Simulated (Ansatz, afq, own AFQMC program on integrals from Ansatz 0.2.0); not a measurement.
**CH$_{2}$B, sextet in cc-pVDZ, levels against CCSDT(Q)**

```xyz
4

B     0.0000   -0.1048    0.8024
C     0.0000   -0.0446   -0.7232
H     0.0000    0.8949    1.4725
H     0.0000    0.7607   -1.4612
```

Connectivity, by distances: BH–CH.

Basis cc-pVDZ. Only valence electrons are correlated. Ansatz 0.2.0 and our own AFQMC program on the same integrals; the CISD trial comes from CCSD amplitudes, and released means the phaseless constraint is let go. Free AFQMC starts from the CCSD state and is never constrained. Its projection time is finite, and what remains of the start isn't in its error. Uncertainties: one standard error, sampling alone.

Determinant: UHF, the one that the program's search chose, which needn't be the lowest solution. The geometry is a PBE0/def2-TZVP stationary point of this or a neighbouring charge and spin state.

No full CI on the walks' own integrals is used here; CCSDT(Q) serves as the reference and is uncertain by about the last step of the cluster series.

Cautions: another spin lies lower (by 7.11 eV); strong correlation (T1 0.050, weight of the determinant 0.88, largest double 0.05).

- T1 diagnostic: 0.0503
- weight of the determinant in the CISD state: 0.879
- ⟨S²⟩ of the determinant: 8.763
- size of the correlated space: 9 electrons in 36 orbitals

Reference: CCSDT(Q), correlation energy -4.333 eV. The released energy is read at 1.62 1/Eh, later times being too noisy (meV from the phaseless value at times in 1/Eh: -5 ± 11 at 0.24, -1 ± 10 at 0.51, -6 ± 12 at 0.99, -10 ± 14 at 1.62, 8 ± 19 at 2.40).

| level | E − E(reference) (mEh) | share of correlation (%) |
| --- | --- | --- |
| HF | 159.23 | 0.00 |
| MP2 | 36.83 | 76.87 |
| CCSD | 5.71 | 96.41 |
| CCSD(T) | 1.34 | 99.16 |
| CCSDT | 0.25 | 99.84 |
| ph-AFQMC/HF | -0.93 ± 1.66 | 100.58 |
| ph-AFQMC/CISD | -0.02 ± 0.35 | 100.01 |
| released AFQMC | -0.38 ± 0.50 | 100.24 |
| free AFQMC | -0.42 ± 0.56 | 100.26 |

Free projections are given only where their last times agree within the noise and don't stop above the reference; a slow remainder of the start can still hide under it. A walk keeps the symmetry of its determinant, which the program's search chose and which needn't be the lowest solution, so a lower state of the same spin and another symmetry isn't excluded. Released energies are given only where the last usable release times agree within the noise; a slower fall can still hide under it.
